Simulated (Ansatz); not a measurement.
Born–Oppenheimer molecular dynamics of AlClH2 (4 atoms, charge 0, multiplicity 1). It starts at the highest image of a converged band, a first-order saddle point between two minima.

Theory: RKS PBE-D4/6-31G* in Ansatz.

```json
{
 "ensemble": "NVE (velocity Verlet)",
 "time step": "0.5 fs",
 "steps asked": "200",
 "starting velocities drawn for": "300 K",
 "seed": "9062"
}
```

First frame:

```xyz
4
Properties=species:S:1:pos:R:3
Al -0.494 0.000 0.557
H 1.141 0.000 1.342
Cl 2.214 0.000 0.246
H -0.913 0.000 -1.021
```

Q: What does the run give?

A: All steps were run.

* steps done: 200
* time covered: 100 fs
* mean temperature over the second half: 277 K
* spread of the potential energy over the second half: 4.7 meV per atom
* mean potential energy of the second half above the start: 1.5 meV per atom

The conserved energy stayed within 0.087 meV per atom of its start (net change 0.018 meV per atom), so the integration is sound. A run of 0.1 ps of so small a system gives no equilibrium averages. The orbitals stay closed-shell, which can raise the energy where a bond breaks towards radicals; this wasn't checked here.

Q: What happens to the structure?

A: Between its relaxed ends the band would form H2–Cl3 and break Al1–H2, Al1–Cl3. These pairs go: H2–Cl3 1.53 → 1.41 Å, Al1–H2 1.81 → 2.26 Å, Al1–Cl3 2.73 → 3.19 Å. In the last frame they stand as after the step (other bonds may differ from the relaxed reactants and products). It ends as AlH + ClH. Pairs count as bonded within 1.25 times the sum of covalent radii (0.12 Å more for H–H). Another seed would give other details.

Q: How do temperature and energy run in time?

A: 
```json
{"time (fs)": "0.0", "T (K)": "300", "potential energy less start (eV)": "0.000", "conserved less start (meV/atom)": "0.00"}
{"time (fs)": "3.0", "T (K)": "265", "potential energy less start (eV)": "0.009", "conserved less start (meV/atom)": "0.00"}
{"time (fs)": "6.0", "T (K)": "199", "potential energy less start (eV)": "0.026", "conserved less start (meV/atom)": "0.01"}
{"time (fs)": "9.0", "T (K)": "156", "potential energy less start (eV)": "0.037", "conserved less start (meV/atom)": "0.01"}
{"time (fs)": "12.0", "T (K)": "132", "potential energy less start (eV)": "0.044", "conserved less start (meV/atom)": "0.01"}
{"time (fs)": "15.0", "T (K)": "94", "potential energy less start (eV)": "0.053", "conserved less start (meV/atom)": "0.01"}
{"time (fs)": "18.0", "T (K)": "60", "potential energy less start (eV)": "0.062", "conserved less start (meV/atom)": "0.01"}
{"time (fs)": "21.0", "T (K)": "75", "potential energy less start (eV)": "0.058", "conserved less start (meV/atom)": "0.02"}
{"time (fs)": "24.0", "T (K)": "149", "potential energy less start (eV)": "0.039", "conserved less start (meV/atom)": "0.01"}
{"time (fs)": "27.0", "T (K)": "228", "potential energy less start (eV)": "0.019", "conserved less start (meV/atom)": "0.00"}
{"time (fs)": "30.0", "T (K)": "254", "potential energy less start (eV)": "0.012", "conserved less start (meV/atom)": "-0.01"}
{"time (fs)": "33.0", "T (K)": "196", "potential energy less start (eV)": "0.027", "conserved less start (meV/atom)": "0.00"}
{"time (fs)": "36.0", "T (K)": "152", "potential energy less start (eV)": "0.038", "conserved less start (meV/atom)": "0.03"}
{"time (fs)": "39.0", "T (K)": "270", "potential energy less start (eV)": "0.008", "conserved less start (meV/atom)": "-0.02"}
{"time (fs)": "42.0", "T (K)": "244", "potential energy less start (eV)": "0.015", "conserved less start (meV/atom)": "-0.01"}
{"time (fs)": "45.0", "T (K)": "101", "potential energy less start (eV)": "0.052", "conserved less start (meV/atom)": "0.02"}
{"time (fs)": "48.0", "T (K)": "134", "potential energy less start (eV)": "0.043", "conserved less start (meV/atom)": "0.02"}
{"time (fs)": "51.0", "T (K)": "302", "potential energy less start (eV)": "-0.001", "conserved less start (meV/atom)": "-0.06"}
{"time (fs)": "54.0", "T (K)": "162", "potential energy less start (eV)": "0.036", "conserved less start (meV/atom)": "0.03"}
{"time (fs)": "57.0", "T (K)": "263", "potential energy less start (eV)": "0.009", "conserved less start (meV/atom)": "-0.03"}
{"time (fs)": "60.0", "T (K)": "350", "potential energy less start (eV)": "-0.013", "conserved less start (meV/atom)": "-0.03"}
{"time (fs)": "63.0", "T (K)": "213", "potential energy less start (eV)": "0.023", "conserved less start (meV/atom)": "0.03"}
{"time (fs)": "66.0", "T (K)": "283", "potential energy less start (eV)": "0.005", "conserved less start (meV/atom)": "0.01"}
{"time (fs)": "69.0", "T (K)": "424", "potential energy less start (eV)": "-0.032", "conserved less start (meV/atom)": "-0.06"}
{"time (fs)": "72.0", "T (K)": "268", "potential energy less start (eV)": "0.008", "conserved less start (meV/atom)": "0.03"}
{"time (fs)": "75.0", "T (K)": "333", "potential energy less start (eV)": "-0.009", "conserved less start (meV/atom)": "-0.04"}
{"time (fs)": "78.0", "T (K)": "323", "potential energy less start (eV)": "-0.006", "conserved less start (meV/atom)": "-0.02"}
{"time (fs)": "81.0", "T (K)": "181", "potential energy less start (eV)": "0.031", "conserved less start (meV/atom)": "0.02"}
{"time (fs)": "84.0", "T (K)": "232", "potential energy less start (eV)": "0.018", "conserved less start (meV/atom)": "0.01"}
{"time (fs)": "87.0", "T (K)": "337", "potential energy less start (eV)": "-0.010", "conserved less start (meV/atom)": "-0.06"}
{"time (fs)": "90.0", "T (K)": "186", "potential energy less start (eV)": "0.030", "conserved less start (meV/atom)": "0.05"}
{"time (fs)": "93.0", "T (K)": "358", "potential energy less start (eV)": "-0.015", "conserved less start (meV/atom)": "-0.08"}
{"time (fs)": "96.0", "T (K)": "282", "potential energy less start (eV)": "0.005", "conserved less start (meV/atom)": "0.00"}
{"time (fs)": "99.0", "T (K)": "200", "potential energy less start (eV)": "0.026", "conserved less start (meV/atom)": "0.04"}
```

Time of the run: 3.9 min on 1 thread of Arm Neoverse N1, with other jobs on the host, peak memory 0.089 GiB.
